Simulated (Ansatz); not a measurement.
# AlH7OSi: the cost of one run

Program: Ansatz 0.2.0. Level of theory: RKS PBE0/def2-SVPD. These are calculated values, not measurements.

## (1) Starting point

Bond lengths: Si1–H3 1.460 Å, Si1–H4 1.459 Å, Si1–H5 1.459 Å, Si1–O6 1.980 Å, O6–Al7 1.780 Å, Al7–H8 1.560 Å, Al7–H9 1.560 Å. Angles: H3–Si1–H4 109.5°, H3–Si1–H5 109.5°, H3–Si1–O6 178.9°, H4–Si1–H5 109.5°, H4–Si1–O6 70.0°, H5–Si1–O6 70.0°, Si1–O6–Al7 125.0°, O6–Al7–H8 120.0°, O6–Al7–H9 120.0°, H8–Al7–H9 120.0°.

Coordinates:

```xyz
10

Si    0.0000    0.0000    0.0000
H     0.0000    0.0000    1.8100
H     1.3768    0.0000   -0.4862
H    -0.6877    1.1914   -0.4862
H    -0.6877   -1.1914   -0.4862
O    -1.8790    0.0000    0.6243
Al   -3.1927   -0.9643   -0.0916
H    -2.9236   -2.4314   -0.5488
H    -4.6133   -0.3425   -0.2619
H    -0.9605    0.0000    1.7351
```

## (2) A restrained relaxation towards end A

Springs on the bonds that form and break draw the guess towards this end; the thresholds are loose.

The input, input.yaml:

```yaml
crystal:
  periodic: [false, false, false]
  atoms:
    - { symbol: Si, position_ang: [0.0, 0.0, 0.0] }
    - { symbol: H, position_ang: [0.0, 0.0, 1.81] }
    - { symbol: H, position_ang: [1.3768, 0.0, -0.4862] }
    - { symbol: H, position_ang: [-0.6877, 1.1914, -0.4862] }
    - { symbol: H, position_ang: [-0.6877, -1.1914, -0.4862] }
    - { symbol: O, position_ang: [-1.879, 0.0, 0.6243] }
    - { symbol: Al, position_ang: [-3.1927, -0.9643, -0.0916] }
    - { symbol: H, position_ang: [-2.9236, -2.4314, -0.5488] }
    - { symbol: H, position_ang: [-4.6133, -0.3425, -0.2619] }
    - { symbol: H, position_ang: [-0.9605, 0.0, 1.7351] }
basis:
  gaussian: { orbitals: def2-SVPD }
hamiltonian:
  xc: pbe0
relax:
  f_tol: 0.15
  max_steps: 25
  restrain:
    - { distance: [0, 5], at: 2.88, k: 30.0 }
    - { distance: [9, 1], at: 1.86, k: 30.0 }
    - { distance: [0, 1], at: 1.46, k: 30.0 }
    - { distance: [9, 5], at: 1.01, k: 30.0 }
```

The run is started by

```sh
> ansatz run input.yaml --threads 4 --pin off --max-ram 5120MiB --backend cpu --events-out ev --progress --plain --runs-dir out
```

Q: Estimate wall time and peak memory on 4 threads of Arm Neoverse V2, shared host.

About 15 s, with a peak of 0.27 GiB.
